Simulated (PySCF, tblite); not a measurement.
# C5H4O: excited states, first hyperpolarisability

Wanted: excited states, first hyperpolarisability for C5H4O (`C#CC#COC`).

Programs: tblite 0.8.0 and PySCF 2.14.0, with routines of our own; each step states its level. All values are computed. Atoms count from 0.

## 1. The starting structure

10 atoms, charge 0, multiplicity 1; geometry from: force field or distance geometry start.

## 2. Geometry optimisation with GFN2-xTB

The job: settings as JSON, then the geometry in Å.

```
{"job": {"kind": "relax", "xc": "GFN2-xTB", "basis": "xTB"}, "charge": 0, "multiplicity": 1}
C      3.628800     0.302500    -0.415500
C      2.404700     0.255400    -0.464400
C      0.996000     0.197900    -0.479200
C     -0.222400     0.160600    -0.495900
O     -1.602100     0.114000    -0.470700
C     -2.313300    -0.639500     0.489900
H      4.685200     0.359700    -0.394800
H     -2.825900    -1.456100    -0.052900
H     -1.624400    -1.079600     1.260700
H     -3.117700    -0.063100     1.000200
```

Command:

```sh
OMP_NUM_THREADS=1 python excited_run.py task.json out
```

The driver reads the jobs from task.json and runs them one after another.

Log:

```text
step      E/eV     max force
  0    -453.01226    2.692
  1    -453.07955    3.319
  2    -453.20235    1.201
  3    -453.23978    2.301
  4    -453.30815    1.307
  5    -453.33477    0.398
  6    -453.34537    0.326
  7    -453.35762    0.350
  8    -453.36019    0.167
  9    -453.36121    0.083
 10    -453.36195    0.109
 11    -453.36276    0.113
 12    -453.36355    0.125
 13    -453.36457    0.137
 14    -453.36601    0.117
 15    -453.36771    0.152
 16    -453.36890    0.107
 17    -453.36947    0.068
 18    -453.36978    0.043
 19    -453.37002    0.053
 20    -453.37021    0.041
 21    -453.37033    0.028
 22    -453.37040    0.030
 23    -453.37048    0.033
 24    -453.37058    0.034
 25    -453.37070    0.029
 26    -453.37080    0.032
 27    -453.37091    0.032
 28    -453.37107    0.045
 29    -453.37138    0.055
 30    -453.37190    0.065
 31    -453.37251    0.070
 32    -453.37295    0.068
 33    -453.37335    0.063
 34    -453.37393    0.066
 35    -453.37462    0.083
 36    -453.37524    0.078
 37    -453.37564    0.068
 38    -453.37593    0.052
 39    -453.37618    0.047
 40    -453.37642    0.051
 41    -453.37666    0.062
 42    -453.37682    0.057
 43    -453.37710    0.053
 44    -453.37744    0.056
 45    -453.37778    0.052
 46    -453.37821    0.062
 47    -453.37903    0.100
 48    -453.38025    0.173
 49    -453.38223    0.247
 50    -453.38515    0.203
 51    -453.38569    0.246
 52    -453.38847    0.256
 53    -453.39037    0.094
 54    -453.39143    0.090
 55    -453.39217    0.110
 56    -453.39281    0.104
 57    -453.39459    0.124
 58    -453.39512    0.081
 59    -453.39589    0.106
 60    -453.39647    0.080
 61    -453.39703    0.092
 62    -453.39743    0.090
 63    -453.39801    0.070
 64    -453.39895    0.083
 65    -453.40039    0.122
 66    -453.40188    0.128
 67    -453.40307    0.100
 68    -453.40377    0.090
 69    -453.40436    0.106
 70    -453.40497    0.074
 71    -453.40580    0.064
 72    -453.40640    0.051
 73    -453.40657    0.043
 74    -453.40670    0.023
 75    -453.40676    0.020
 76    -453.40678    0.014
 77    -453.40679    0.012
 78    -453.40680    0.014
 79    -453.40681    0.015
 80    -453.40683    0.013
 81    -453.40684    0.007
```

It took 0.46 s on 1 thread of Arm Neoverse N1, shared host.

Step by step: (not every step is listed)

```csv
step,energy from step 0 (eV),largest force (eV/Å)
0,0.0000,2.6923
1,-0.0673,3.3189
2,-0.1901,1.2007
3,-0.2275,2.3007
4,-0.2959,1.3074
5,-0.3225,0.3985
6,-0.3331,0.3261
7,-0.3454,0.3496
8,-0.3479,0.1665
14,-0.3537,0.1172
20,-0.3579,0.0409
26,-0.3585,0.0323
32,-0.3607,0.0677
38,-0.3637,0.0523
44,-0.3652,0.0557
50,-0.3729,0.2028
56,-0.3805,0.1044
62,-0.3852,0.0905
68,-0.3915,0.0896
74,-0.3944,0.0234
76,-0.3945,0.0136
77,-0.3945,0.0122
78,-0.3945,0.0136
79,-0.3945,0.0152
80,-0.3946,0.0130
81,-0.3946,0.0075
```

Close pairs (by a distance rule), those that changed most:

```
 bond  before (Å)  after (Å)  change (Å)
C3–O4       1.381      1.298      -0.083
C1–C2       1.410      1.357      -0.053
C5–H8       1.124      1.094      -0.029
C5–H9       1.113      1.089      -0.025
C0–C1       1.226      1.205      -0.021
C5–H7       1.106      1.094      -0.012
C2–C3       1.219      1.208      -0.011
C0–H6       1.058      1.048      -0.010
```

The final coordinates are the input of the step that follows.

## 3. Infrared spectrum with GFN2-xTB

The job: settings as JSON, then the geometry in Å.

```
{"job": {"kind": "ir", "xc": "GFN2-xTB", "basis": "xTB"}, "charge": 0, "multiplicity": 1}
C      3.487727     0.167543    -0.532746
C      2.287851     0.222413    -0.442605
C      0.936250     0.263254    -0.331857
C     -0.266809     0.344322    -0.260997
O     -1.559385     0.430171    -0.179321
C     -2.215373    -0.649949     0.463481
H      4.531587     0.129872    -0.614668
H     -2.045632    -1.588182    -0.073426
H     -1.870609    -0.760572     1.496170
H     -3.276725    -0.407061     0.453441
```

Log:

```text
mode    cm-1     km/mol
  1     106.4      2.65
  2     114.8      0.21
  3     141.4      0.01
  4     180.5      2.16
  5     282.2     15.33
  6     357.5      3.28
  7     358.4      0.04
  8     474.8      0.77
  9     613.0     18.30
 10     639.2     14.28
 11     706.1     54.22
 12    1003.6     55.60
 13    1118.0      1.55
 14    1145.9      6.60
 15    1295.3    261.47
 16    1403.2      1.63
 17    1460.1      7.09
 18    1472.2      9.56
 19    2224.9     13.75
 20    2380.6    453.81
 21    2949.4     34.94
 22    2963.4     36.78
 23    3033.9     13.60
 24    3408.9      9.91
```

It took 0.26 s on 1 thread of Arm Neoverse N1, shared host.

The strongest bands and the atoms that carry them (share of the mass-weighted mode):

```csv
cm⁻¹,km/mol,atoms
282,15.3,"C3 43 %, C2 21 %, C1 17 %, O4 11 %"
613,18.3,H6 83 %
706,54.2,"O4 41 %, C0 24 %, C1 17 %"
1004,55.6,"C5 43 %, O4 38 %"
1295,261.5,"O4 31 %, C2 30 %, C3 22 %"
2381,453.8,"C2 46 %, C3 46 %"
2949,34.9,"H8 47 %, H7 44 %"
2963,36.8,"H7 49 %, H8 47 %"
```

## 4. Excited states: TDA PBE0/def2-TZVP

The job, as its differences from that of step 3:

```diff
@@ -1,2 +1,2 @@
-{"job": {"kind": "ir", "xc": "GFN2-xTB", "basis": "xTB"}, "charge": 0, "multiplicity": 1}
+{"job": {"kind": "states", "xc": "PBE0", "basis": "def2-TZVP", "tda": true, "soc": true, "nstates": 6, "ntriplets": 4, "nquad": 4}, "charge": 0, "multiplicity": 1}
 C      3.487727     0.167543    -0.532746
```

Method: TDA PBE0/def2-TZVP excited states, vertical, gas phase, spin-orbit mean-field couplings.

Log:

```text
coarse grid: 9000 points
cycle   1  E = -267.7371589698  dE =  1.037e+00  |g| = 5.048e-01  |ddm| = 4.596e+00
cycle   2  E = -267.6980973485  dE =  3.906e-02  |g| = 6.374e-01  |ddm| = 2.262e+00
cycle   3  E = -267.7791884916  dE = -8.109e-02  |g| = 2.009e-01  |ddm| = 1.042e+00
cycle   4  E = -267.7890079506  dE = -9.819e-03  |g| = 7.225e-02  |ddm| = 3.954e-01
cycle   5  E = -267.7900746974  dE = -1.067e-03  |g| = 1.721e-02  |ddm| = 1.430e-01
cycle   6  E = -267.7901331248  dE = -5.843e-05  |g| = 2.976e-03  |ddm| = 2.436e-02
cycle   7  E = -267.7901344048  dE = -1.280e-06  |g| = 1.931e-03  |ddm| = 5.164e-03
final grid: 88736 points
cycle   8  E = -267.7808002096  dE = -3.354e-05  |g| = 9.183e-03  |ddm| = 1.577e-01
cycle   9  E = -267.7807680861  dE =  3.212e-05  |g| = 1.501e-02  |ddm| = 2.670e-02
cycle  10  E = -267.7808144142  dE = -4.633e-05  |g| = 2.854e-03  |ddm| = 2.158e-02
cycle  11  E = -267.7808166318  dE = -2.218e-06  |g| = 5.997e-04  |ddm| = 3.656e-03
cycle  12  E = -267.7808167053  dE = -7.354e-08  |g| = 1.589e-04  |ddm| = 1.176e-03
cycle  13  E = -267.7808167105  dE = -5.187e-09  |g| = 4.943e-05  |ddm| = 2.437e-04
cycle  14  E = -267.7808167109  dE = -4.376e-10  |g| = 2.382e-05  |ddm| = 7.475e-05
converged SCF energy = -267.7808167109

Singlet excitations
state   eV       nm        f     d(h-e)  d(exc)  Lambda  PR(NTO)  |dmu|/D   mu/D   main configurations
  1   4.5683   271.4   0.00002   0.254   2.947   0.517   1.034    0.835    3.195   H->L 0.98
  2   5.0308   246.5   0.00109   0.201   2.921   0.827   2.015    0.703    3.039   H->L+1 0.51, H-1->L 0.48
  3   5.2951   234.1   0.00001   0.128   2.866   0.543   1.035    0.543    2.872   H-1->L+1 0.98
  4   6.5009   190.7   0.02408   2.207   3.778   0.367   1.006    7.606    5.492   H->L+2 0.95
  5   6.9826   177.6   0.01376   2.503   3.928   0.345   1.006                     H-1->L+2 0.96
  6   7.1654   173.0   0.00064   0.246   2.752   0.485   1.380                     H-2->L 0.82, H->L+3 0.10

Triplet excitations (Tamm-Dancoff)
state   eV     d(h-e)  d(exc)  Lambda  PR(NTO)   main configurations
  1   3.8989   0.058   2.710   0.819   2.103   H-1->L 0.51, H->L+1 0.45
  2   4.1322   0.152   2.833   0.518   1.289   H->L 0.86, H-1->L+1 0.11
  3   4.2821   0.110   2.787   0.822   2.055   H->L+1 0.51, H-1->L 0.46
  4   4.9949   0.120   2.845   0.540   1.287   H-1->L+1 0.87, H->L 0.12
S1 - T1 = 0.6694 eV

Spin-orbit couplings |<S|Hso|T>| (cm-1)
             T1       T2       T3       T4
S0        0.353    1.594    0.414    7.801
S1        2.528    0.017   21.909    0.024
S2        0.037   32.335    0.020   14.859
S3        0.580    0.016   27.901    0.026
S4        1.716    1.068    1.319    0.650
S5        0.568    0.399    0.644    1.888
S6        3.331    0.423    2.216    0.252
T1 sublevels (cm-1): 0.000 0.000 0.234   radiative rates (1/s): 0.00664 0.00298 0.0486
```

It took 43 s on 1 thread of Arm Neoverse N1, shared host; peak memory 0.67 GiB.

In short:

| quantity | value |
| --- | --- |
| S1 less T1 | 0.67 eV |

Orbitals, density, ELF and potential are computed afterwards from the orbital file.

Frontier orbitals at PBE0/def2-TZVP, with the share of their density that lies nearest to each atom:

```
orbital  energy (eV)                                                 lies on
   HOMO        -6.72                C0, C2 about 25 % each; C3 20 %; O4 14 %
   LUMO        -0.33  C0, C3 about 24 % each; C1, C2 about 16 % each; H6 9 %
```

ELF in a plane through or near 8 of the atoms.

Values, 10 rows by 14 columns:
```
0.00 0.00 0.00 0.00 0.00 0.00 0.00 0.00 0.00 0.00 0.00 0.00 0.00 0.00
0.00 0.00 0.00 0.00 0.00 0.00 0.02 0.00 0.04 0.01 0.00 0.00 0.00 0.00
0.00 0.00 0.00 0.03 0.06 0.03 0.43 0.10 0.63 0.22 0.00 0.00 0.00 0.00
0.00 0.00 0.03 0.33 0.58 0.35 0.80 0.52 0.78 0.27 0.54 0.03 0.00 0.00
0.00 0.00 0.63 0.65 0.86 0.87 0.26 0.78 0.42 0.42 1.00 0.59 0.00 0.00
0.00 0.02 0.99 0.66 0.83 0.77 0.60 0.75 0.30 0.83 0.99 0.51 0.00 0.00
0.00 0.00 0.97 0.82 0.81 0.42 0.44 0.35 0.30 0.60 0.18 0.01 0.00 0.00
0.00 0.00 0.20 0.27 0.46 0.06 0.04 0.01 0.07 0.18 0.01 0.00 0.00 0.00
0.00 0.00 0.00 0.01 0.03 0.00 0.00 0.00 0.00 0.01 0.00 0.00 0.00 0.00
0.00 0.00 0.00 0.00 0.00 0.00 0.00 0.00 0.00 0.00 0.00 0.00 0.00 0.00
```
The map spans 14.3 Å across and 7.1 Å up, centred on the molecule. Atoms in the plane (x, y in Å): C0 (-3.5, -0.2), C1 (-2.4, 0.1), C2 (-1.0, 0.4), C3 (0.1, 0.6), O4 (1.4, 0.9), C5 (2.3, -0.2), H6 (-4.6, -0.4), H9 (3.3, 0.3).

On the surface of density 0.002 e/bohr³ the electrostatic potential runs, from the 1st to the 99th percentile, from -0.90 V near C1 to 1.46 V near H6.

## 5. Excited states: TDDFT CAM-B3LYP/def2-SVPD

The job, as its differences from that of step 4:

```diff
@@ -1,2 +1,2 @@
-{"job": {"kind": "states", "xc": "PBE0", "basis": "def2-TZVP", "tda": true, "soc": true, "nstates": 6, "ntriplets": 4, "nquad": 4}, "charge": 0, "multiplicity": 1}
+{"job": {"kind": "states", "xc": "CAM-B3LYP", "basis": "def2-SVPD", "tpa": true, "nstates": 6, "nquad": 5, "ntriplets": 0}, "charge": 0, "multiplicity": 1}
 C      3.487727     0.167543    -0.532746
```

Method: TDDFT CAM-B3LYP/def2-SVPD excited states, vertical, gas phase, two-photon moments by quadratic response.

Log:

```text
coarse grid: 9000 points
cycle   1  E = -267.5649837168  dE =  1.096e+00  |g| = 4.598e-01  |ddm| = 5.567e+01
cycle   2  E = -267.5631748966  dE =  1.809e-03  |g| = 4.856e-01  |ddm| = 5.816e+00
cycle   3  E = -267.6111312194  dE = -4.796e-02  |g| = 9.010e-02  |ddm| = 2.709e+00
cycle   4  E = -267.6128183537  dE = -1.687e-03  |g| = 4.567e-02  |ddm| = 4.614e-01
cycle   5  E = -267.6132562924  dE = -4.379e-04  |g| = 1.184e-02  |ddm| = 1.765e-01
cycle   6  E = -267.6132859440  dE = -2.965e-05  |g| = 3.185e-03  |ddm| = 1.695e-01
cycle   7  E = -267.6132884999  dE = -2.556e-06  |g| = 1.364e-03  |ddm| = 3.439e-02
final grid: 88736 points
cycle   8  E = -267.6744733836  dE = -2.399e-05  |g| = 3.144e-03  |ddm| = 5.810e-01
cycle   9  E = -267.6744712149  dE =  2.169e-06  |g| = 4.435e-03  |ddm| = 2.713e-02
cycle  10  E = -267.6744757667  dE = -4.552e-06  |g| = 6.589e-04  |ddm| = 1.905e-02
cycle  11  E = -267.6744758700  dE = -1.033e-07  |g| = 1.559e-04  |ddm| = 2.737e-03
cycle  12  E = -267.6744758784  dE = -8.387e-09  |g| = 8.766e-05  |ddm| = 1.776e-03
cycle  13  E = -267.6744758809  dE = -2.586e-09  |g| = 2.978e-05  |ddm| = 7.425e-04
cycle  14  E = -267.6744758816  dE = -6.428e-10  |g| = 1.500e-05  |ddm| = 2.848e-04
converged SCF energy = -267.6744758816

Singlet excitations
state   eV       nm        f     d(h-e)  d(exc)  Lambda  PR(NTO)  |dmu|/D   mu/D   delta(TPA)   sigma/GM   main configurations
  1   4.5730   271.1   0.00002   0.234   2.841   0.483   1.034    0.897    3.097        0.05      0.000   H->L 0.87
  2   5.0300   246.5   0.00094   0.180   2.780   0.773   2.061    0.779    2.966       10.30      0.095   H->L+1 0.50, H-1->L 0.43
  3   5.2788   234.9   0.00001   0.128   2.763   0.534   1.096    0.602    2.794        0.11      0.001   H-1->L+1 0.96
  4   6.2070   199.7   0.00845   1.256   3.632   0.378   1.023    4.726    3.485       24.35      0.344   H->L+2 0.79, H->L+3 0.10
  5   6.6940   185.2   0.00623   1.323   3.667   0.436   1.025    4.850    3.555       38.20      0.627   H-1->L+2 0.77, H-1->L+3 0.12
  6   7.2002   172.2   0.00616   0.602   3.198   0.431   2.025                                            H-2->L 0.52, H->L+3 0.26
```

It took 32 s on 1 thread of Arm Neoverse N1, shared host; peak memory 0.6 GiB.

## 6. First hyperpolarisability: quadratic response PBE0/def2-SVPD

The job, as its differences from that of step 5:

```diff
@@ -1,2 +1,2 @@
-{"job": {"kind": "states", "xc": "CAM-B3LYP", "basis": "def2-SVPD", "tpa": true, "nstates": 6, "nquad": 5, "ntriplets": 0}, "charge": 0, "multiplicity": 1}
+{"job": {"kind": "beta", "xc": "PBE0", "basis": "def2-SVPD", "wavelengths": [1550, 1064, 694.3]}, "charge": 0, "multiplicity": 1}
 C      3.487727     0.167543    -0.532746
```

Level: quadratic response PBE0/def2-SVPD first hyperpolarisability, Taylor convention, gas phase.

Log:

```text
coarse grid: 9000 points
cycle   1  E = -267.3995646905  dE =  9.964e-01  |g| = 4.544e-01  |ddm| = 4.214e+01
cycle   2  E = -267.3591279646  dE =  4.044e-02  |g| = 6.000e-01  |ddm| = 5.181e+00
cycle   3  E = -267.4369304865  dE = -7.780e-02  |g| = 1.849e-01  |ddm| = 2.755e+00
cycle   4  E = -267.4455563858  dE = -8.626e-03  |g| = 6.452e-02  |ddm| = 8.844e-01
cycle   5  E = -267.4464242482  dE = -8.679e-04  |g| = 1.275e-02  |ddm| = 1.616e-01
cycle   6  E = -267.4464585097  dE = -3.426e-05  |g| = 3.102e-03  |ddm| = 1.524e-01
cycle   7  E = -267.4464598677  dE = -1.358e-06  |g| = 2.170e-03  |ddm| = 2.986e-02
final grid: 88736 points
cycle   8  E = -267.4940487370  dE = -1.329e-05  |g| = 9.000e-03  |ddm| = 5.075e-01
cycle   9  E = -267.4940123938  dE =  3.634e-05  |g| = 1.529e-02  |ddm| = 1.054e-01
cycle  10  E = -267.4940641473  dE = -5.175e-05  |g| = 2.739e-03  |ddm| = 3.977e-02
cycle  11  E = -267.4940662612  dE = -2.114e-06  |g| = 4.306e-04  |ddm| = 1.067e-02
cycle  12  E = -267.4940663021  dE = -4.094e-08  |g| = 9.131e-05  |ddm| = 3.088e-03
cycle  13  E = -267.4940663037  dE = -1.570e-09  |g| = 4.346e-05  |ddm| = 3.593e-04
cycle  14  E = -267.4940663041  dE = -3.440e-10  |g| = 2.239e-05  |ddm| = 3.995e-04
converged SCF energy = -267.4940663041

Lowest singlets (eV, f): 4.5616 0.0000  5.0358 0.0009  5.2943 0.0000

First hyperpolarisability (au)
process     nm      |vector|   parallel      HRS      DR
static         -      309.24      90.13     128.42    4.95
shg       1550.0      328.15      95.49     136.48   4.941
eope      1550.0      315.36      91.87          -       -
shg       1064.0      351.51      102.0     146.48   4.929
eope      1064.0      322.44      93.88          -       -
shg        694.3      424.13     121.54     177.86   4.887
eope       694.3      341.61      99.25          -       -
```

Wall time 28 s (1 thread of Arm Neoverse N1, shared host); peak memory 0.57 GiB.

## 7. Results

```
                                            quantity                                                                  value
           strongest single infrared mode (GFN2-xTB)                                                  2381 cm⁻¹, 454 km/mol
                        zero-point energy (GFN2-xTB)                                                          42.6 kcal/mol
             S1 less T1 (step 4, TDA PBE0/def2-TZVP)                                                                0.67 eV
               surface potential, 1st and 99th percentile                                                     -0.90 V and 1.46 V
β vector (step 6, quadratic response PBE0/def2-SVPD)  static 309, SHG 1550.0 nm 328, SHG 1064.0 nm 352, SHG 694.3 nm 424 au
```

**Reading.** No mode is imaginary among the 24: a minimum at this level. The strongest single mode, at 2381 cm⁻¹, moves mainly C2 and C3. Unscaled tight-binding wavenumbers are off by several per cent, some by more. Its intensities can rank the bands wrongly. In step 4, the number of triplets below S1 is 3, and the largest singlet-triplet spin-orbit coupling is S2–T2, 32.34 cm⁻¹. At PBE0/def2-TZVP, counted by nearest atom on the grid, the HOMO lies on C0, C2 about 25 % each; C3 20 %, the LUMO on C0, C3 about 24 % each; C1, C2 about 16 % each. β grows from 309 au (static) to 424 au for doubling at 694.3 nm: normal dispersion, which grows as twice the photon energy moves toward the bright states.
